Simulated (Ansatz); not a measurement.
System: B20 (FeSi-type) FeSi. Method: PBEsol-D3(BJ) in Ansatz (plane waves, PAW).

Settings: plane-wave cutoff 520 eV, 8×8×8 k mesh, Fermi–Dirac smearing 0.01 eV, no spin polarisation, scalar-relativistic PAW data made under PBE.

Properties against volume:

Shape and atoms are relaxed at each volume.

```csv
V (Å³/atom),P (GPa),direct gap at Γ (eV),smallest gap on the k mesh (eV)
9.975,11.52,0.817,0.144
10.182,5.44,0.789,0.146
10.390,0.00,0.763,0.147
10.598,-4.85,0.738,0.149
10.806,-9.18,0.715,0.151
```

The fundamental gap (0.15 eV at the equilibrium volume, with added k points) lies elsewhere than Γ–Γ.

Measured, for comparison: band gap 0.05 eV (temperature not stated, no zero-point or thermal correction, indirect, transport; lower end of the printed range; as tabulated in Tomczak (2018), arXiv:1802.07220).

Note: the bulk modulus comes from volumes at which shape and atoms were relaxed.

Ansatz is an electronic-structure program.
